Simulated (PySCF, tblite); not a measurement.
# C4H5NS− (doublet): geometry, infrared bands and EPR parameters

Wanted: the infrared bands and EPR parameters of C4H5NS− (doublet) (`C[C@]1([C]=[N-])CS1`), by calculation.

Computed with tblite 0.8.0 and PySCF 2.14.0, with density-fitted response routines of our own, on a single molecule in the gas phase. Atoms count from 0, in the outputs and in this text.

### Step 1. The molecule as given

11 atoms, charge -1, multiplicity 2; geometry from: force field or distance geometry start.

Bonds of the start (Å): C0–C1 1.50, C1–C2 1.43, C2–N3 1.47, C1–C4 1.52, C4–S5 1.73, S5–C1 1.74, C0–H6 1.10, C0–H7 1.10, C0–H8 1.10, C4–H9 1.08, C4–H10 1.08.

### Step 2. Relaxing the molecule with GFN2-xTB

Job settings and geometry (Å):

```
{"job": {"kind": "relax", "xc": "GFN2-xTB", "basis": "xTB"}, "charge": -1, "multiplicity": 2}
C     -1.068500    -0.779400    -0.129900
C      0.013400     0.260100    -0.170900
C     -0.344300     1.554400     0.329700
N     -0.733400     2.885800     0.817700
C      1.431700    -0.199800     0.104800
S      1.074700     0.184600    -1.545200
H     -1.447900    -0.901000     0.890600
H     -1.914000    -0.464500    -0.754400
H     -0.736800    -1.764400    -0.475000
H      2.116100     0.473500     0.601400
H      1.614500    -1.246600     0.305300
```

Launch:

```console
OMP_NUM_THREADS=1 python probes_run.py task.json out
```

One launch serves the whole session: the jobs run in the order shown.

**Question.** This job is followed by: GFN2-xTB harmonic vibrations, gas phase; UKS B3LYP, pcH-1 on C H N S, non-relativistic, mean-field spin-orbit, GIAO. What will the session give for the following? strongest single infrared mode (GFN2-xTB); zero-point energy (GFN2-xTB); g(iso) (B3LYP); ⟨S²⟩; largest a(iso); property runs in this session.

The runs gave:

| quantity | value |
| --- | --- |
| strongest single infrared mode (GFN2-xTB) | 2224 cm⁻¹, 513 km/mol |
| zero-point energy (GFN2-xTB) | 48.8 kcal/mol |
| g(iso) (B3LYP) | 2.01231 |
| ⟨S²⟩ | 0.758 (exact 0.75) |
| largest a(iso) | 13C on C1, 63.8 MHz |
| property runs in this session | 1, of which 0 failed and 1 gave unsound results |

What this shows: Relaxing lowered the energy by 4.047 eV in 82 steps; the close pair that moved most is C1–S5, from 1.738 to 2.594 Å. The frame itself reshapes: C1···S5 goes from 1.74 to 2.59 Å. All 27 modes are real, so the xTB geometry is a minimum. The strongest single mode, at 2224 cm⁻¹, moves mainly C2 and N3. GFN2-xTB is a fitted tight-binding method: band positions and strengths are rough. Its intensities can rank the bands wrongly. The structure rearranged or came apart on optimisation; the results belong to the end geometry, not to the formula as drawn. The largest spin populations lie on C1 (0.52 e), S5 (0.37 e). The isotropic g lies 10.0 ppt above the free-electron value. These values are not to be trusted: the run shows nearly degenerate orbitals, where second-order g theory doesn't apply. The records flag this anion as possibly unbound in the gas phase, so the basis may hold the extra electron. These values are for one conformer; the search (at its own cheap level) found 1 more, at 0.52 kcal/mol, and measured spectra average over such forms.
